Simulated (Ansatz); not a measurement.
One geometry of BC₂, several levels of theory.

```yaml
crystal:
  periodic: [false, false, false]
  atoms:
    - {symbol: B, position_ang: [-0.601763, -0.530021, 0.195819]}
    - {symbol: C, position_ang: [0.117481, 0.228580, -0.760199]}
    - {symbol: C, position_ang: [0.484282, 0.301441, 0.564380]}
basis:
  gaussian: {orbitals: def2-TZVP, initial_orbitals: start.molden}
magnetization: {spin_polarized: true, initial_magnetization: 1}
hamiltonian: {xc: pbe, dispersion: d4}
scf: {omitted_lower_state_checks: [starts]}
output: {forces: true, orbitals: {seedname: orbitals}}
```

The file start.molden holds the orbitals of an earlier run on this structure, at another level or in another basis.

```sh
$ ansatz run in.yaml --threads 4 --pin off --events-out ev --progress --plain --max-ram 3916MiB
```

It prints (some lines left out):

```
Functional definition: PBE
529 factors; their error is unknown
mean field evaluation 1: about -2739.4142 eV, gradient 4.1e0 eV
mean field evaluation 2: about -2739.4794 eV, gradient 1.7e-1 eV
mean field evaluation 4: about -2739.4829 eV, gradient 1.8e-1 eV
mean field evaluation 8: about -2739.5521 eV, gradient 1.2e0 eV
mean field evaluation 16: about -2739.7212 eV, gradient 2.0e-2 eV
mean field evaluation 32: about -2739.7213 eV, gradient 9.6e-9 eV
mean field -2739.72129215 eV, -100.6829004369 hartree, gradient 1.0e-8 eV, S^2 0.753378; 0 other end points of the search recorded, 0 dependent functions left out
reference -2739.72132405 eV, -100.6829016092 hartree; 9, 8 occupied and 84, 85 virtual orbitals, 529 factors
Total energy: -2739.76458223 eV, -100.6844913178 hartree
Atom 0 at    -0.601763    -0.530021     0.195819 Å, force    -4.498818    -3.965288     1.480216 eV/Å
Atom 1 at     0.117481     0.228580    -0.760199 Å, force     3.363029     2.210786     3.241343 eV/Å
Atom 2 at     0.484282     0.301441     0.564380 Å, force     1.135789     1.754501    -4.721558 eV/Å
Dipole moment:     0.016415     0.014201    -0.003856 e Å
Checks for a lower state left out: starts
```

It took 2.4 s on 4 threads of Arm Neoverse V1 on a shared host.

As the first input, with `gaussian: {orbitals: def2-TZVPP, initial_orbitals: start.molden}`, `correlation: {method: ccsd_t}`, `scf: {omitted_lower_state_checks: [starts, cluster_reference]}`, `output: {orbitals: {seedname: orbitals}}` and without the key `hamiltonian` (abridged; 1.7 s):

```
Functional definition: HF
mean field -2726.16707909 eV, -100.1847922943 hartree, gradient 2.3e-6 eV, S^2 1.631938
3 core orbitals not correlated: weight in the atoms' cores, before any rotation towards them, 1.000 or more for the frozen orbitals, at most 0.000 for the correlated occupied ones
second order -8.69350038 eV of doubles, -0.00000000 eV of singles
cycle   1  -8.69829854 eV  change   -4.8e-3 eV  update   1.1e-1
cycle   2  -9.11234748 eV  change   -4.1e-1 eV  update   5.4e-2
cycle   3  -9.28641396 eV  change   -1.7e-1 eV  update   5.0e-2
cycle   4  -9.40412400 eV  change   -1.2e-1 eV  update   3.8e-2
cycle   5  -9.51158921 eV  change   -1.1e-1 eV  update   2.5e-2
cycle   6  -9.55369571 eV  change   -4.2e-2 eV  update   1.4e-2
cycle   7  -9.57585205 eV  change   -2.2e-2 eV  update   7.2e-3
cycle   8  -9.58256340 eV  change   -6.7e-3 eV  update   4.3e-3
cycle   9  -9.58143906 eV  change    1.1e-3 eV  update   3.0e-3
cycle  10  -9.58931629 eV  change   -7.9e-3 eV  update   1.7e-3
cycle  11  -9.58713535 eV  change    2.2e-3 eV  update   8.0e-4
cycle  12  -9.58874564 eV  change   -1.6e-3 eV  update   3.9e-4
cycle  13  -9.58881739 eV  change   -7.2e-5 eV  update   2.1e-4
cycle  14  -9.58872290 eV  change    9.4e-5 eV  update   1.1e-4
cycle  15  -9.58886794 eV  change   -1.5e-4 eV  update   5.4e-5
cycle  16  -9.58889149 eV  change   -2.4e-5 eV  update   2.3e-5
cycle  17  -9.58890755 eV  change   -1.6e-5 eV  update   9.9e-6
cycle  18  -9.58890934 eV  change   -1.8e-6 eV  update   4.4e-6
perturbative correction -0.76161343 eV, -0.0279887775 hartree
WARN: in the space of 8 natural orbitals, full CI finds another state of this spin 0.461 eV below this run's state, or below the method's energy where it doesn't find this run's state
WARN: the results are in doubt because among natural orbitals full CI differs from the method by -0.091 eV
Total energy: -2736.51760187 eV, -100.5651669903 hartree
In doubt: among natural orbitals full CI differs from the method by -0.091 eV
Checks for a lower state left out: starts, cluster_reference
```

The first input with `hamiltonian: {xc: r2scan, dispersion: d4}`, `output: {orbitals: {seedname: orbitals}}` (abridged; 1.2 s):

```
Functional definition: r2SCAN
mean field -2741.44081213 eV, -100.7460916304 hartree, gradient 1.2e-5 eV, S^2 1.060548
Total energy: -2741.44983772 eV, -100.7464233146 hartree
Checks for a lower state left out: starts
```

As the first input, with `hamiltonian: {xc: {name: r2SCAN0}, dispersion: d4}`, `output: {orbitals: {seedname: orbitals}}` (abridged; 1.3 s):

```
Functional definition: r2SCAN0
mean field -2740.96640647 eV, -100.7286575440 hartree, gradient 2.3e-5 eV, S^2 1.192993
Total energy: -2740.97720693 eV, -100.7290544534 hartree
Checks for a lower state left out: starts
```

As the first input, with `hamiltonian: {xc: hf}`, `output: {orbitals: {seedname: orbitals}}` (abridged; 0.35 s):

```
Functional definition: HF
mean field -2726.16702402 eV, -100.1847902703 hartree, gradient 1.6e-5 eV, S^2 1.631939
Total energy: -2726.16702402 eV, -100.1847902703 hartree
Checks for a lower state left out: starts
```

As the first input, with `hamiltonian: {xc: pbe0, dispersion: d4}`, `output: {orbitals: {seedname: orbitals}}` (abridged; 0.6 s):

```
Functional definition: PBE0
mean field -2739.39953499 eV, -100.6710760793 hartree, gradient 2.3e-5 eV, S^2 0.977989
Total energy: -2739.43489652 eV, -100.6723755913 hartree
Checks for a lower state left out: starts
```

Geometry: PBE0-D4/def2-TZVP.

Correlated methods freeze 3 core orbitals. At CCSD(T)/def2-TZVPP the program marks the result for the charge 0 doublet as doubtful (large difference, lower state). At CCSD(T)/def2-TZVPP T1 of the charge 0 doublet is large (up to 0.115), so the single-reference result is doubtful. At CCSD(T)/def2-TZVPP, r2SCAN-D4/def2-TZVP, r2SCAN0-D4/def2-TZVP, HF/def2-TZVP and others the charge 0 doublet is spin-contaminated (final ⟨S²⟩ up to 1.63, 0.75 for a pure state). Another isomer (doublet) lies 0.74 eV lower at PBE0-D4/def2-TZVP; other spin states weren't run for this one.
